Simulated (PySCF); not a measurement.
Job file and geometry (Å, from PBE0-D3(BJ)/def2-SVP) of an NMR shielding run on `C`, CH4, GIAO WP04/pcSseg-2 NMR shielding, non-relativistic, gas phase (PySCF); density fitting, a coarse starting grid and PySCF grid level 2 are the driver's defaults:

```
{"job": {"kind": "nmr", "xc": "WP04", "basis": "pcSseg-2", "pop": false}, "charge": 0, "multiplicity": 1}
C     -0.000022     0.000034     0.000009
H     -0.716135    -0.285643    -0.781856
H      0.117774     1.091749     0.007338
H     -0.372299    -0.334535     0.977377
H      0.970749    -0.471426    -0.202763
```

Question: Write the output of this run.

Answer: 
```
coarse grid: 3568 points
cycle   1  E = -41.6988254824  dE = -2.015e-01  |g| = 4.340e-01  |ddm| = 1.139e+00
cycle   2  E = -41.6747497994  dE =  2.408e-02  |g| = 5.186e-01  |ddm| = 5.082e-01
cycle   3  E = -41.7467290026  dE = -7.198e-02  |g| = 6.346e-03  |ddm| = 2.828e-01
cycle   4  E = -41.7467416867  dE = -1.268e-05  |g| = 1.002e-03  |ddm| = 5.834e-03
cycle   5  E = -41.7467419420  dE = -2.554e-07  |g| = 2.816e-05  |ddm| = 5.160e-04
final grid: 32696 points
cycle   6  E = -41.7488374003  dE = -5.044e-05  |g| = 5.764e-03  |ddm| = 1.488e-02
cycle   7  E = -41.7488332598  dE =  4.141e-06  |g| = 7.027e-03  |ddm| = 6.454e-03
cycle   8  E = -41.7488454166  dE = -1.216e-05  |g| = 8.909e-05  |ddm| = 3.566e-03
cycle   9  E = -41.7488454185  dE = -1.911e-09  |g| = 1.568e-05  |ddm| = 7.785e-05
cycle  10  E = -41.7488454185  dE = -6.575e-11  |g| = 3.259e-06  |ddm| = 1.050e-05
converged SCF energy = -41.7488454185

GIAO shielding tensors (ppm)
atom      isotropic    diamagn.    paramagn.     s11        s22        s33       span
  0 C      174.869     243.960     -69.091    174.867    174.868    174.871      0.004
  1 H       31.271      30.167       1.104     28.472     28.472     36.868      8.397
  2 H       31.271      30.166       1.104     28.472     28.472     36.868      8.397
  3 H       31.271      30.167       1.104     28.472     28.472     36.868      8.397
  4 H       31.270      30.167       1.104     28.472     28.472     36.868      8.397
```

Question: Turn these shieldings into chemical shifts. Scale: 13C (172.10 ppm), 1H (31.61 ppm) vs TMS (reference shieldings calculated alike).

Answer: Averaging equivalent atoms: C 0: -2.8; H 1/2/3/4: 0.34 ppm. 

Size and cost of the density-fitted run: 92 basis functions, of the order of 1.8 core-seconds.
